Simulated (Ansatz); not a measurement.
α-phase B, treated with HSE06 (plane waves, PAW; Ansatz, a program for electronic structure).

Numerical settings: plane-wave cutoff 500 eV, 6×6×6 k mesh, gaussian smearing 0.02 eV, scalar-relativistic PAW data made under PBE.

Cell (relaxed with r²SCAN):

```xyz
12
Lattice="4.4038 -2.4493 -0.0038 4.4038 2.4493 -0.0038 3.0450 0.0000 4.0150" Properties=species:S:1:pos:R:3 pbc="T T T"
B      4.4779    -0.8705     2.0446
B      4.4779     0.8705     2.0446
B      4.9608     0.0000     0.6162
B      6.8917     0.0000     3.3912
B      7.3746    -0.8705     1.9629
B      7.3746     0.8705     1.9629
B      5.9471    -1.4420     2.8896
B      5.9471     1.4420     2.8896
B      6.7471     0.0000     0.5236
B      5.1054     0.0000     3.4839
B      5.9054    -1.4420     1.1178
B      5.9054     1.4420     1.1178
```

### Question
Give the computed band gap.

### Answer

* **band gap**: 2.10 eV (on the SCF k mesh)

Measured, for comparison: band gap 2.15 ± 0.02 eV (temperature not stated, no zero-point or thermal correction, EELS, this work, our sources range from 2.00 to 2.40; as tabulated in Parakhonskiy et al. (2011), doi:10.1038/srep00096).

Note: cell and atoms aren't relaxed at this level (largest force component 0.06 eV/Å, pressure -2.1 GPa).

Computed values are for the static lattice.

The result took very roughly 120 core-seconds.
